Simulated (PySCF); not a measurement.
## Spin states of AlS

Unrestricted PBE0; basis Al 6-31G(d,p), S 6-31G(d,p); no relativity; PySCF 2.14. Outer shells of the fragments: Al 3s2 3p1; S 3s2 3p4.

Followed along the bond (rough minima from three points):

```csv
2Ms+1,unpaired,⟨S²⟩ at the start,R at minimum (Å),Te (eV)
2,σ ↑,0.76,2.05,0.00
2,π ↑,0.75,2.28,0.57
4,"σ ↑, π ↑↑",3.75,2.26,2.85
```

Solutions found at the starting distance of 2.180 Å, counted from the lowest of them; the search is not exhaustive and high or unbound solutions are not listed, so other states can lie among these:

```
2Ms+1   unpaired   term  E (eV)  ⟨S²⟩  ⟨Lz²⟩  μ (D)
    2        σ ↑    ²Σ⁺    0.00  0.76   0.00  -4.24
    2        π ↑     ²Π    0.45  0.75   1.01  -0.81
    4  σ ↑, π ↑↑  mixed    2.72  3.75   2.01  -1.06
    4  σ ↑, π ↑↑  mixed    2.97  3.75   2.00  -1.17
    2  σ ↑, π ↑↓  mixed    3.10  1.75   2.01  -1.28
    4  σ ↑↑, π ↑     ⁴Π    5.17  3.76   1.00  -2.02
    4      π ↑↑↑     ⁴Π    5.21  3.76   1.00   4.91
    4  σ ↑↑, π ↑     ⁴Π    5.39  3.75   1.01  -0.64
    4      σ ↑↑↑    ⁴Σ⁺    7.84  3.78   0.00  -1.25
```

A term symbol is given only where ⟨S²⟩ and ⟨Lz²⟩ are close to those of a pure state; real π, δ and φ orbitals otherwise mix terms. A positive dipole means Al(−)S(+).

Question: Compare the gap between the two lowest followed solutions at the starting distance with the gap between their minima.

Answer: At PBE0 the second solution (doublet, unpaired electrons π ↑) lies +0.45 eV from the first (doublet, unpaired electrons σ ↑) at 2.180 Å and +0.57 eV at the minima; the two curves relax by different amounts, since their minima lie near 2.28 and 2.05 Å.

Counting both spins, an empty level lies below a filled one in some of these solutions, because spin and occupation are held.
